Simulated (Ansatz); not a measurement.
Input file:

```yaml
crystal:
  periodic: [false, false, false]
  atoms:
    - {symbol: Ge, position_ang: [0.019402, 0.002985, 0.314070]}
    - {symbol: N, position_ang: [-0.042211, 0.011359, -1.514909]}
    - {symbol: H, position_ang: [0.651201, -1.287292, 0.804799]}
    - {symbol: H, position_ang: [0.734312, 1.189891, 0.823013]}
    - {symbol: H, position_ang: [-1.531212, -0.095467, 0.793915]}
    - {symbol: H, position_ang: [-0.263938, -0.893290, -2.017204]}
    - {symbol: H, position_ang: [-0.402013, 0.713190, -1.987144]}
basis:
  gaussian: {orbitals: cc-pVDZ}
correlation: {active_space: {ras: {orbitals: [7, 0, 44], electrons: 14, max_holes: 2, max_particles: 2}, fixed_orbitals: true}}
scf: {lower_state_search: off}
```

```sh
$ ansatz run in.yaml --threads 1 --pin off --events-out ev --progress --plain --max-ram 2393MiB
```

Output:

```
these checks for a lower state are left out or cut short: stability, starts, cluster_reference, orbital_swaps, neighbouring_geometries, increment
677 factors; integrals over basis functions are off by at most 1.0e-3 eV
mean field evaluation 1: about -58030.9884 eV, gradient 3.0e1 eV
mean field evaluation 2: about -58030.9910 eV, gradient 3.0e1 eV
mean field evaluation 4: about -58033.0271 eV, gradient 2.1e0 eV
mean field evaluation 8: about -58033.0446 eV, gradient 2.5e-4 eV
mean field -58033.04464790 eV, -2132.6750545998 hartree, gradient 2.0e-6 eV, S^2 0.000000; 0 other end points of the search recorded, 0 dependent functions left out
reference -58033.04464790 eV, -2132.6750545998 hartree; 22, 22 occupied and 44, 44 virtual orbitals, 677 factors
state -58040.80942517 eV, -2132.9604049012 hartree
Total energy: -58040.80942517 eV, -2132.9604049012 hartree
Checks for a lower state left out: stability, starts, cluster_reference, orbital_swaps, neighbouring_geometries, increment
```

Natural occupations: 1.9838 1.9779 1.9727 1.9719 1.9696 1.9676 1.9659 0.0236 0.0197 0.0189 0.0159 0.0144 0.0135 0.0101 0.0070 0.0065 0.0060 0.0056 0.0055 0.0054 0.0052 0.0041 0.0039 0.0035.

Ran on 1 thread of Arm Neoverse V1, shared host: 3.3 s wall, 0.21 GiB peak host memory.
